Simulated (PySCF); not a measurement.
SiCl2 (singlet state).
Geometry (PBE0-D3(BJ)/def2-SVP, Å), atoms numbered from 1 in this order:
```
atom  x, y, z in Å
Cl1   -1.6014   -0.5103    0.0025
Si2   -0.0158    0.8521   -0.0290
Cl3    1.6237   -0.4441   -0.0185
```

Computed with PySCF at CAM-B3LYP/def2-SVPD, non-relativistic, on one gas-phase PBE0-D3(BJ)/def2-SVP geometry that isn't relaxed in the solvent. The solvent is an IEF-PCM continuum (van der Waals radii × 1.2), and excitations are vertical TDDFT with non-equilibrium linear response and a frozen core. Only the electrostatic response of the medium enters.

```tsv
run	E − E(gas) (kJ/mol)	HOMO (eV)	HOMO–LUMO gap (eV)	dipole (D)	lowest singlet (eV)	static polarisability (au)
gas	0.00	-9.18	7.28	1.15	3.89	57.3
P	-4.81	-9.08	7.34	1.46	3.89	70.9
Q	-2.61	-9.12	7.31	1.32	3.86	64.3
```

Question: The runs were made in chloroform and cyclohexane. Which run belongs to which solvent?

Answer: P = chloroform, Q = cyclohexane. The dielectric constants are 2.017 (cyclohexane), 4.711 (chloroform), and the energy falls further as ε rises. The optical constants n² used for the excitations are 2.04, 2.09 in the same order. In this model the ground state sees the solvent through ε alone.

Question: How constant is the ratio of the lowering to (ε − 1)/(2ε + 1)?

Answer: 
| solvent | (ε − 1)/(2ε + 1) | E − E(gas) (kJ/mol) | ratio (kJ/mol) | polarisation term (kJ/mol) |
| --- | --- | --- | --- | --- |
| cyclohexane | 0.202 | -2.61 | -12.9 | -2.77 |
| chloroform | 0.356 | -4.81 | -13.5 | -5.34 |

The ratio changes by +4.5 % in size from cyclohexane to chloroform. The polarisation term is half the interaction of the solute with the induced surface charges.

Cost: about 4 s of CPU time on one thread; the machine was shared, so the figure is rough. This is the whole response run at CAM-B3LYP/def2-SVPD in chloroform, SCF included.
